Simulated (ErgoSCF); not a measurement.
# SiS (SMILES [Si-]#[S+]) at 6 levels

Aim: a comparison of 6 runs (HF/STO-3G, HF/3-21G, HF/def2-SVP, HF/aug-cc-pVDZ, B3LYP/6-31G*, PBE0/def2-SVP) of SiS. 

Program for the calculation: ErgoSCF 3.8.

1 further run of the same task is left out (set aside as unsound or not needed).

### 1 The structure to begin with

SiS has 2 atoms, charge 0, and is taken as a singlet. SMILES: `[Si-]#[S+]`. Geometry: the measured bond length.

Bond lengths: Si1–S2 1.929 Å.

### 2 The energy at HF/STO-3G (run 1)

Input file job.ego:

```
set_nthreads(1)
scf.output_mulliken_pop = 1
tmpdir = "."
scf.max_number_of_iterations = 120
basis = "STO-3G"
scf.use_diagonalization = 1
molecule_inline Angstrom
Si 0.000000 0.000000 0.000000
S  0.000000 0.000000 1.929321
EOF
run "HF"
```

The basis set STO-3G is read from a file made from the Basis Set Exchange's data (not shown).

Command:

```bash
ergo job.ego
```

The log of the run:

```text
[...]
INSC SCF_general constructor, number of basis functions: 18
[...]
INSC Energy   1 =       -643.22275038980
[...]
INDE E_LUMO =          0.24089617244
[...]
INSC Energy  14 =       -678.74227802271  ( diff     -0.000000000001933 )
[...]
RESC CONVERGED after  14 iterations.
RESC FINAL ENERGY:       -678.74227802271
[...]
INSC SCF: dipole_moment_x [atomic units] =      -0.00000000
INSC SCF: dipole_moment_y [atomic units] =      -0.00000000
INSC SCF: dipole_moment_z [atomic units] =      -0.79843451
[...]
```

It took 0.97 s on 1 thread of Arm Neoverse V1, shared host; peak memory 0.26 GiB.

### 3 The energy at HF/3-21G (run 2)

Input file run.inp:

```
# SSi
set_nthreads("env")
scf.output_mulliken_pop = 1
scf.use_diagonalization = 1
charge = 0
basis = "3-21G"
tmpdir = "."
scf.max_number_of_iterations = 120
molecule_inline
Si     0.00000000     0.00000000     0.00000000
S      0.00000000     0.00000000     3.64588830
EOF
run "HF"
```

The basis set 3-21G is read from a file made from the Basis Set Exchange's data (not shown).

Command:

```bash
ergo < run.inp
```

The log of the run:

```text
[...]
INSC SCF_general constructor, number of basis functions: 26
[...]
INSC Energy   1 =       -511.28242809084
[...]
INDE E_LUMO =          0.01485980991
[...]
INSC Energy  16 =       -682.97846475021  ( diff     -0.000000000000455 )
[...]
RESC CONVERGED after  16 iterations.
RESC FINAL ENERGY:       -682.97846475021
[...]
INSC SCF: dipole_moment_x [atomic units] =      -0.00000000
INSC SCF: dipole_moment_y [atomic units] =       0.00000000
INSC SCF: dipole_moment_z [atomic units] =      -1.15551015
[...]
```

Run time: 1.1 s. Hardware: 1 thread of Arm Neoverse V1, shared host; peak memory 0.26 GiB.

Runs 3 to 5 aren't shown in full; the table further down has their settings and results.

### 4 The energy at PBE0/def2-SVP (run 6)

Input file run.inp:

```
set_nthreads(1)
molecule_inline Angstrom
Si       0.000000       0.000000       0.000000
S        0.000000       0.000000       1.929321
EOF
scf.use_diagonalization = 1
basis = "def2-SVP"
scf.output_mulliken_pop = 1
XC.radint = 1e-11
XC.sparse_mode = 0
XC.angint = 41
scf.max_number_of_iterations = 120
tmpdir = "."
run "PBE0"
```

The basis set def2-SVP is read from a file made from the Basis Set Exchange's data (not shown).

Command:

```bash
ergo < run.inp
```

The log of the run:

```text
[...]
INDF Weighted mixed functional:
[...]
INSC Energy   1 =       -419.32519954627
[...]
INDE E_LUMO =         -0.08155047546
[...]
INSC Energy  29 =       -687.21425905910  ( diff     -0.000000000000909 )
[...]
RESC CONVERGED after  29 iterations.
RESC FINAL ENERGY:       -687.21425905910
[...]
INSC SCF: dipole_moment_x [atomic units] =       0.00000000
INSC SCF: dipole_moment_y [atomic units] =       0.00000000
INSC SCF: dipole_moment_z [atomic units] =      -0.59777928
[...]
```

Run time: 6.6 s. Hardware: 1 thread of Arm Neoverse V1, shared host; peak memory 0.26 GiB.

### 5 Overview of the runs

```tsv
run	level	integration grid	radint	energy (Eh)	dipole moment (D)	wall time
1	HF/STO-3G	–	–	-678.742278	2.03	0.97 s
2	HF/3-21G	–	–	-682.978465	2.94	1.1 s
3	HF/def2-SVP	–	–	-686.257937	2.09	2.8 s
4	HF/aug-cc-pVDZ	–	–	-686.484580	2.26	21 s
5	B3LYP/6-31G* (spherical functions)	Turbo	1e-11	-687.690098	1.74	7.2 s
6	PBE0/def2-SVP	Turbo	1e-11	-687.214259	1.52	6.6 s
```

### 6 What came out

| quantity | value |
| --- | --- |
| run 6: total energy | -687.21426 Eh |
| run 6: dipole moment | 1.52 D |

What this shows: The dipole moment (its size) runs from 1.52 D (PBE0/def2-SVP) to 2.94 D (HF/3-21G). The two ends differ in method and basis. Totals of different functionals can't be ranked against each other. In run 1 the basis is minimal, so the values are rough. All runs together took 39 s, the longest 21 s.
